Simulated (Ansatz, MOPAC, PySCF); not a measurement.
Dissociation curve of H₂, singlet.

- PM7, restricted, heats of formation (MOPAC)
- RHF/LANL2DZ = restricted Hartree-Fock/LANL2DZ run with PySCF
- RKS-BP86/6-31G* = restricted BP86/6-31G*, spherical d run with PySCF 2.14.0
- FCI = Ansatz (a quantum-chemistry and plane-wave program) with full CI/def2-TZVP, frozen core

Energies relative to the lowest point of each curve near equilibrium, in kcal/mol; the last columns give the difference from FCI:

| R / Å | PM7 | RHF/LANL2DZ | RKS-BP86/6-31G* | FCI | PM7 − FCI | RHF/LANL2DZ − FCI | RKS-BP86/6-31G* − FCI |
|---|---|---|---|---|---|---|---|
| 0.60 | 22.7 | 10.7 | 13.0 | 11.9 | 10.8 | -1.2 | 1.2 |
| 0.64 | 11.7 | 4.7 | 6.4 | 5.6 | 6.2 | -0.9 | 0.8 |
| 0.68 | 4.8 | 1.3 | 2.4 | 1.9 | 2.9 | -0.5 | 0.5 |
| 0.69 | 3.6 | 0.8 | 1.7 | 1.3 | 2.3 | -0.4 | 0.4 |
| 0.73 | 0.5 | 0.0 | 0.2 | 0.0 | 0.5 | 0.0 | 0.1 |
| 0.75 | 0.0 | 0.2 | 0.0 | 0.0 | 0.0 | 0.2 | 0.0 |
| 0.77 | 0.0 | 0.6 | 0.1 | 0.3 | -0.3 | 0.4 | -0.1 |
| 0.80 | 1.0 | 1.9 | 0.9 | 1.2 | -0.2 | 0.7 | -0.3 |
| 0.83 | 2.9 | 3.7 | 2.1 | 2.6 | 0.2 | 1.0 | -0.5 |
| 0.85 | 4.6 | 5.1 | 3.2 | 3.9 | 0.7 | 1.3 | -0.6 |
| 0.93 | 14.4 | 12.4 | 9.0 | 10.1 | 4.3 | 2.3 | -1.1 |
| 1.01 | 27.4 | 21.3 | 16.4 | 17.8 | 9.5 | 3.5 | -1.4 |
| 1.13 | 49.7 | 36.1 | 28.8 | 30.5 | 19.2 | 5.6 | -1.7 |
| 1.24 | 71.1 | 50.2 | 40.5 | 42.2 | 28.9 | 8.0 | -1.7 |
| 1.34 | 89.9 | 63.0 | 51.0 | 52.2 | 37.7 | 10.8 | -1.2 |
| 1.49 | 116.2 | 81.5 | 65.8 | 65.6 | 50.6 | 15.9 | 0.2 |
| 1.66 | 142.3 | 101.2 | 80.9 | 78.0 | 64.3 | 23.3 | 3.0 |
| 1.85 | 166.6 | 121.3 | 95.6 | 88.2 | 78.4 | 33.2 | 7.4 |
| 1.99 | 181.5 | 134.7 | 104.9 | 93.5 | 87.9 | 41.2 | 11.3 |
| 2.21 | 200.5 | 153.6 | 117.1 | 99.1 | 101.4 | 54.5 | 18.0 |
| 2.63 | 225.4 | 182.5 | 133.7 | 103.9 | 121.6 | 78.6 | 29.8 |
| 2.97 | 238.2 | 200.0 | 142.4 | 105.1 | 133.1 | 94.9 | 37.3 |

PM7 is furthest from FCI at 2.97 (133.1 kcal/mol, above); its mean absolute difference over the points is 34.6 kcal/mol.

RHF/LANL2DZ is furthest from FCI at 2.97 (94.9 kcal/mol, above); its mean absolute difference over the points is 17.2 kcal/mol.

RKS-BP86/6-31G* is furthest from FCI at 2.97 (37.3 kcal/mol, above); its mean absolute difference over the points is 5.4 kcal/mol.

The restricted form behind PM7, RHF/LANL2DZ, RKS-BP86/6-31G* keeps the bonding electrons paired and can't separate into open-shell fragments.
